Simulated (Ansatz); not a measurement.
Job for Ansatz (a first-principles code): R-RI-MP2/aug-cc-pVTZ on H2O (SMILES O) with ghost functions. Files ending in .json are basis or fitting sets from the Basis Set Exchange.

Ansatz 0.2 input:
```yaml
crystal:
  periodic: [false, false, false]
  atoms:
    - {symbol: O, position_ang: [-2.55319721, -0.24791276, 0.00000000]}
    - {symbol: H, position_ang: [-2.38839321, -1.19263476, 0.00000000]}
    - {symbol: H, position_ang: [-1.66589621, 0.12367724, 0.00000000]}
basis:
  gaussian:
    orbitals: aug-cc-pVTZ
    fitting: {mean_field: def2-universal-JKFIT, correlation: aug-cc-pVTZ-RIFIT.json}
    ghost_atoms:
      - {symbol: C, position_ang: [0.72667979, -0.61596476, -1.20755700]}
      - {symbol: H, position_ang: [0.84272479, -1.14368976, -2.14414500]}
      - {symbol: C, position_ang: [0.42447579, 0.74494424, -1.20789500]}
      - {symbol: H, position_ang: [0.30349679, 1.27211824, -2.14405400]}
      - {symbol: C, position_ang: [0.27382179, 1.42581824, 0.00000000]}
      - {symbol: H, position_ang: [0.03799779, 2.48108924, 0.00000000]}
      - {symbol: C, position_ang: [0.42447579, 0.74494424, 1.20789500]}
      - {symbol: H, position_ang: [0.30349679, 1.27211824, 2.14405400]}
      - {symbol: C, position_ang: [0.72667979, -0.61596476, 1.20755700]}
      - {symbol: H, position_ang: [0.84272479, -1.14368976, 2.14414500]}
      - {symbol: C, position_ang: [0.87818079, -1.29603076, 0.00000000]}
      - {symbol: H, position_ang: [1.11501879, -2.35126376, 0.00000000]}
magnetization: {spin_polarized: false}
correlation: {method: mp2, electrons: outside_noble_gas}
scf: {lower_state_search: off}
```

The head of its log:

```
WARN ansatz: RAYON_NUM_THREADS=6 ignored (pool sized by the plan → 6); use --threads N
Functional definition: HF
these checks for a lower state are left out or cut short: stability, starts, cluster_reference, orbital_swaps, neighbouring_geometries, increment
integrals: 1.06 GiB planned
671 factors; integrals over basis functions are off by at most 9.1e-1 eV
mean field: 1.67 GiB planned
mean field evaluation 1: about -2067.8299 eV, gradient 3.4e1 eV
mean field evaluation 2: about -2068.9756 eV, gradient 2.2e1 eV
mean field evaluation 4: about -2069.7060 eV, gradient 3.3e-1 eV
mean field evaluation 8: about -2069.7065 eV, gradient 1.1e-6 eV
mean field -2069.70650531 eV, -76.0603111728 hartree, gradient 1.1e-6 eV, S^2 0.000000; 0 other end points of the search recorded, 0 dependent functions left out
1 core orbitals not correlated
1110 factors; their error is unknown
reference -2069.70650531 eV, -76.0603111728 hartree; 4, 4 occupied and 501, 501 virtual orbitals, 1110 factors
```

Give the final energy of this run.

-76.3295 hartree.
